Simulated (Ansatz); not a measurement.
Consider the interaction energy of a dimer with the counterpoise correction of CH₃NO, SMILES NC=O (Ansatz's Python interface).

The script, `run_dimer.py`:
```python
"""Binding of a CH3NO dimer at a trial geometry."""

import ansatz as az

FIRST = [
    ("N", (0.1675, -0.6301, -0.322)),
    ("C", (-0.1311, 0.5725, 0.3276)),
    ("O", (-1.2722, 0.9084, 0.6937)),
    ("H", (-0.5866, -1.1916, -0.5235)),
    ("H", (1.0447, -0.858, -0.6611)),
    ("H", (0.7779, 1.1989, 0.4854)),
]
SECOND = [
    ("N", (-1.7521, -0.7755, -2.6766)),
    ("C", (-0.3738, -0.6304, -2.8679)),
    ("O", (0.2082, 0.464, -2.9806)),
    ("H", (-2.2602, 0.0409, -2.6813)),
    ("H", (-2.2078, -1.6288, -2.6534)),
    ("H", (0.1488, -1.6148, -2.9036)),
]

def energy(atoms, ghosts=()):
    molecule = az.Crystal.molecule()
    for symbol, xyz in atoms:
        molecule = molecule.atom(symbol, xyz)
    calc = (
        molecule.calculation()
        .basis(gaussian="def2-SVPD")
        .correlation("mp2")
    )
    deck = calc.input()
    if ghosts:
        deck = deck.set(az.key.basis.gaussian.ghost_atoms, [{"symbol": s, "position_ang": list(xyz)} for s, xyz in ghosts])
    return az.Session.from_dict(deck).plan().execute().report["free_energy_ev"]


def main() -> None:
    # ghost atoms carry the functions of the partner
    both = energy(FIRST + SECOND)
    alone = energy(FIRST) + energy(SECOND)
    ghosted = energy(FIRST, SECOND) + energy(SECOND, FIRST)
    print(f"dimer {both:.6f} eV")
    print(f"interaction, uncorrected   {96.485332 * (both - alone):8.3f} kJ/mol")
    print(f"interaction, counterpoise  {96.485332 * (both - ghosted):8.3f} kJ/mol")
    print(f"basis-set superposition    {96.485332 * (alone - ghosted):8.3f} kJ/mol")


if __name__ == "__main__":
    main()
```

How large is the interaction at this pose, and how much of it is basis-set superposition?

Uncorrected it is 6.460 kJ/mol, with the counterpoise correction 20.865 kJ/mol; the difference, 14.40 kJ/mol, is the superposition error. In this basis both values are repulsive.

What the script printed:

Running `python run_dimer.py` prints:
```text
dimer -9214.791209 eV
interaction, uncorrected      6.460 kJ/mol
interaction, counterpoise    20.865 kJ/mol
basis-set superposition      14.405 kJ/mol
```

Caveats:
- Total energies depend on the basis set; only differences at equal settings carry meaning.
- The dimer is a generated trial pose of unrelaxed monomers, not a minimum, so the figure is no binding energy, and the basis set is small.
- Wall time of the script: 11 s on 1 thread of Intel(R) Xeon(R) 6975P-C (Granite Rapids) (shared host), peak memory 0.5 GiB.

(Lines on the test bed's own set-up are left out of the output.)
